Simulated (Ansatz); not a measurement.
# AlH4: the cost of one run

Computed with Ansatz 0.2.0, Gaussian basis. Level: def2-QZVPP, core rule «outside noble gas», up to 5 orbitals frozen.

The runs, in order: UHF; ROHF; CCSD(T) on UHF.

2 further runs of the same task are left out: 2 set aside as unsound or not needed.

### Step 1. The geometry

The geometry is a PBE0/def2-TZVP stationary point (not a proven minimum) of the parent state, kept for this charge and spin.

5 atoms, charge 1, spin multiplicity 3.

Atoms are counted from 1 here; the program's logs count them from 0.

Bond lengths: Al1–H4 1.595 Å, Al1–H5 1.595 Å, H2–H3 0.766 Å. Angles: H4–Al1–H5 120.0°.

### Step 2. UHF

Contents of in.yaml:

```yaml
crystal:
  periodic: [false, false, false]
  atoms:
    - {symbol: Al, position_ang: [-0.059867, 0.000147, -0.132768]}
    - {symbol: H, position_ang: [0.448722, 0.001802, 1.985772]}
    - {symbol: H, position_ang: [-0.317066, -0.008906, 1.956389]}
    - {symbol: H, position_ang: [0.733301, 1.383310, -0.188797]}
    - {symbol: H, position_ang: [0.737612, -1.380129, -0.199290]}
basis:
  gaussian: {orbitals: "def2-QZVPP.json"}
total_charge: 1
magnetization: {spin_polarized: true, initial_magnetization: 2}
hamiltonian: {xc: hf}
output: {orbitals: {seedname: orbitals}}
```

Command:

```sh
ansatz run in.yaml --threads 1 --pin off --events-out ev --progress --plain --max-ram 2393MiB
```

Q: Estimate wall time and peak memory on 1 thread of Arm Neoverse V1, shared host.

About 6 s, with a peak of 0.31 GiB.
